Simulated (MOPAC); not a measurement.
MOPAC input (MNDO):

```
MNDO PRECISE GNORM=0.05 LET XYZ CHARGE=-1 GEO-OK AUX(PRECISION=9) THREADS=1
C3H7

C     0.00338377 1    0.10886783 1    0.55856994 1
C    -0.00493192 1    1.40362732 1   -0.22443988 1
C     0.00154860 1   -1.23332597 1   -0.22868881 1
H    -0.86721713 1    0.06866735 1    1.23737251 1
H     0.88297494 1    0.07298702 1    1.22592807 1
H     0.00802955 1   -2.13036317 1    0.42385519 1
H     0.88047196 1    1.44474346 1   -0.88717900 1
H    -0.89911906 1    1.44035123 1   -0.87554232 1
H    -0.88326491 1   -1.28787415 1   -0.87278214 1
H     0.87812193 1   -1.28352684 1   -0.88429978 1
```

Output:

```
 *******************************************************************************
 **                                                                           **
 **                              MOPAC v23.2.5                                **
 **                                                                           **
 *******************************************************************************
 ** MOPAC's Digital Object Identifier: https://doi.org/10.5281/zenodo.6511958 **
 **                                                                           **
 ** Please cite the open-source release paper for use of this MOPAC version:  **
 ** J. E. Moussa and J. J. P. Stewart (2026)                                  **
 ** MOPAC: An open-source semiempirical molecular orbital program             **
 ** J. Open Source Softw., 11(119), 8025, https://doi.org/10.21105/joss.08025 **
 *******************************************************************************

                              MNDO CALCULATION RESULTS

 *******************************************************************************
 *  MNDO       - The MNDO Hamiltonian to be used
 *  GEO-OK     - OVERRIDE INTERATOMIC DISTANCE AND OTHER SAFETY CHECKS
 *
 *
 *
 *                 CHARGE ON SYSTEM = -1
 *
 *
 *
 *  LET        - OVERRIDE SOME SAFETY CHECKS
 *  PRECISE    - TIGHTER CRITERIA TO BE USED
 *  XYZ        - CARTESIAN COORDINATE SYSTEM TO BE USED
 *  GNORM      - EXIT WHEN GRADIENT NORM DROPS BELOW 0.050
 *  AUX        - OUTPUT AUXILIARY INFORMATION
 *******************************************************************************
MNDO PRECISE GNORM=0.05 LET XYZ CHARGE=-1 GEO-OK AUX(PRECISION=9) THREADS=1
 C3H7

   ATOM   CHEMICAL          X               Y               Z
  NUMBER   SYMBOL      (ANGSTROMS)     (ANGSTROMS)     (ANGSTROMS)

     1       C          0.00338377  *   0.10886783  *   0.55856994  *
     2       C         -0.00493192  *   1.40362732  *  -0.22443988  *
     3       C          0.00154860  *  -1.23332597  *  -0.22868881  *
     4       H         -0.86721713  *   0.06866735  *   1.23737251  *
     5       H          0.88297494  *   0.07298702  *   1.22592807  *
     6       H          0.00802955  *  -2.13036317  *   0.42385519  *
     7       H          0.88047196  *   1.44474346  *  -0.88717900  *
     8       H         -0.89911906  *   1.44035123  *  -0.87554232  *
     9       H         -0.88326491  *  -1.28787415  *  -0.87278214  *
    10       H          0.87812193  *  -1.28352684  *  -0.88429978  *

          CARTESIAN COORDINATES

    NO.       ATOM           X           Y           Z

     1         C          0.0034      0.1089      0.5586
     2         C         -0.0049      1.4036     -0.2244
     3         C          0.0015     -1.2333     -0.2287
     4         H         -0.8672      0.0687      1.2374
     5         H          0.8830      0.0730      1.2259
     6         H          0.0080     -2.1304      0.4239
     7         H          0.8805      1.4447     -0.8872
     8         H         -0.8991      1.4404     -0.8755
     9         H         -0.8833     -1.2879     -0.8728
    10         H          0.8781     -1.2835     -0.8843

  H: (MNDO): M.J.S. DEWAR, W. THIEL, J. AM. CHEM. SOC., 99, 4899, (1977)
  C: (MNDO): M.J.S. DEWAR, W. THIEL, J. AM. CHEM. SOC., 99, 4899, (1977)

           Empirical Formula: C3 H7  =    10 atoms

      MOLECULAR POINT GROUP   :   Cs

      RHF CALCULATION, NO. OF DOUBLY OCCUPIED LEVELS = 10

          Geometry optimization using EF

          DIAGONAL MATRIX USED AS START HESSIAN

 CYCLE:     1  GRAD.:    75.136 HEAT:  32.65225
 CYCLE:     2  GRAD.:   261.235 HEAT:  38.91338
 CYCLE:     3  GRAD.:   139.731 HEAT:  31.69067
 CYCLE:     4  GRAD.:   160.763 HEAT:  33.13360
 CYCLE:     5  GRAD.:   164.461 HEAT:  32.65515
 CYCLE:     6  GRAD.:   127.434 HEAT:  32.00705
 CYCLE:     7  GRAD.:    69.679 HEAT:  25.73085
 CYCLE:     8  GRAD.:   201.698 HEAT:  33.69685
 CYCLE:     9  GRAD.:    89.844 HEAT:  26.81520
 CYCLE:    10  GRAD.:   120.884 HEAT:  31.73571
 CYCLE:    11  GRAD.:    79.498 HEAT:  25.17912
 CYCLE:    12  GRAD.:   232.803 HEAT:  40.88467
 CYCLE:    13  GRAD.:    41.986 HEAT:  23.49261
 CYCLE:    14  GRAD.:    44.359 HEAT:  23.81347
 CYCLE:    15  GRAD.:     4.059 HEAT:  22.24611
 CYCLE:    16  GRAD.:     3.983 HEAT:  22.17703
 CYCLE:    17  GRAD.:    21.870 HEAT:  22.15746
 CYCLE:    18  GRAD.:    39.005 HEAT:  22.67843
 CYCLE:    19  GRAD.:     6.237 HEAT:  22.03834
 CYCLE:    20  GRAD.:    36.052 HEAT:  22.37296
 CYCLE:    21  GRAD.:     2.879 HEAT:  22.02736
 CYCLE:    22  GRAD.:    16.305 HEAT:  22.09783
 CYCLE:    23  GRAD.:     0.260 HEAT:  22.02508
 CYCLE:    24  GRAD.:     0.229 HEAT:  22.02502
 CYCLE:    25  GRAD.:     0.072 HEAT:  22.02500
 CYCLE:    26  GRAD.:     0.065 HEAT:  22.02500
 CYCLE:    27  GRAD.:     0.007 HEAT:  22.02500

     GRADIENT =  0.00708 IS LESS THAN CUTOFF =  0.05000

 -------------------------------------------------------------------------------
 MNDO PRECISE GNORM=0.05 LET XYZ CHARGE=-1 GEO-OK AUX(PRECISION=9) THREADS=1
 C3H7

     GEOMETRY OPTIMISED USING EIGENVECTOR FOLLOWING (EF).
     SCF FIELD WAS ACHIEVED

                              MNDO CALCULATION
                                                       MOPAC v23.2.5 Linux

          FINAL HEAT OF FORMATION =         22.02500 KCAL/MOL =      92.15259 KJ/MOL

          COSMO AREA              =         94.61 SQUARE ANGSTROMS
          COSMO VOLUME            =         77.12 CUBIC ANGSTROMS

          GRADIENT NORM           =          0.00708          =       0.00224 PER ATOM
          IONIZATION POTENTIAL    =         -0.109167 EV
          HOMO LUMO ENERGIES (EV) =          0.109  9.119
          NO. OF FILLED LEVELS    =         10
          MOLECULAR WEIGHT        =         43.0883         POINT GROUP:  Cs

          MOLECULAR DIMENSIONS (Angstroms)

            Atom       Atom       Distance
            H     7    H     6     4.14967
            H    10    H     4     3.06683
            H     5    H     9     2.71532

          SCF CALCULATIONS        =         28

   ATOM   CHEMICAL          X               Y               Z
  NUMBER   SYMBOL      (ANGSTROMS)     (ANGSTROMS)     (ANGSTROMS)

     1       C          0.00303867  *   0.11808190  *   0.50105945  *
     2       C         -0.00534786  *   1.29261339  *  -0.33331474  *
     3       C          0.00170361  *  -1.26716715  *  -0.20848754  *
     4       H         -0.88810607  *   0.08837781  *   1.19385636  *
     5       H          0.90338291  *   0.09285026  *   1.18198290  *
     6       H          0.00862419  *  -2.11132979  *   0.51960772  *
     7       H          0.90933718  *   1.76151152  *  -0.66765087  *
     8       H         -0.92665924  *   1.75612581  *  -0.65679378  *
     9       H         -0.89812995  *  -1.39934908  *  -0.84354136  *
    10       H          0.89364033  *  -1.39495789  *  -0.85546928  *

                             CARTESIAN COORDINATES

   1    C        0.003038671     0.118081899     0.501059450
   2    C       -0.005347864     1.292613388    -0.333314741
   3    C        0.001703614    -1.267167147    -0.208487544
   4    H       -0.888106073     0.088377809     1.193856363
   5    H        0.903382910     0.092850256     1.181982904
   6    H        0.008624195    -2.111329791     0.519607720
   7    H        0.909337177     1.761511517    -0.667650873
   8    H       -0.926659242     1.756125811    -0.656793776
   9    H       -0.898129953    -1.399349080    -0.843541359
  10    H        0.893640328    -1.394957894    -0.855469280

           Empirical Formula: C3 H7  =    10 atoms

      MOLECULAR POINT GROUP   :   Cs

                  EIGENVALUES
 -30.39108 -22.03672 -15.42787  -9.70375  -9.18037  -7.62365  -7.24887  -6.29823
  -5.54680   0.10917   9.11894   9.12518   9.93878  10.27808  10.97216  11.13638
  12.93501  13.29321  13.75885

              NET ATOMIC CHARGES AND DIPOLE CONTRIBUTIONS

  ATOM NO.   TYPE          CHARGE      No. of ELECS.   s-Pop       p-Pop
    1          C           0.220925        3.7791     1.18310     2.59598
    2          C          -0.790886        4.7909     1.20907     3.58181
    3          C          -0.000126        4.0001     1.23648     2.76365
    4          H          -0.107063        1.1071     1.10706
    5          H          -0.106940        1.1069     1.10694
    6          H          -0.083222        1.0832     1.08322
    7          H          -0.020543        1.0205     1.02054
    8          H          -0.020541        1.0205     1.02054
    9          H          -0.045802        1.0458     1.04580
   10          H          -0.045801        1.0458     1.04580
 DIPOLE           X         Y         Z       TOTAL
 POINT-CHG.     0.015    -3.709     0.805     3.796
 HYBRID         0.000    -0.367    -0.091     0.378
 SUM            0.015    -4.076     0.714     4.138

          ATOMIC ORBITAL ELECTRON POPULATIONS

     Atom    s        px        py        pz
    1  C   1.18310   0.81653   0.89468   0.88476
    2  C   1.20907   0.84999   1.17712   1.55470
    3  C   1.23648   0.86923   0.99374   0.90068
    4  H   1.10706
    5  H   1.10694
    6  H   1.08322
    7  H   1.02054
    8  H   1.02054
    9  H   1.04580
   10  H   1.04580

 **********************
 *                    *
 * JOB ENDED NORMALLY *
 *                    *
 **********************

 == MOPAC DONE ==
```

The dipole moment of an ion depends on the origin.
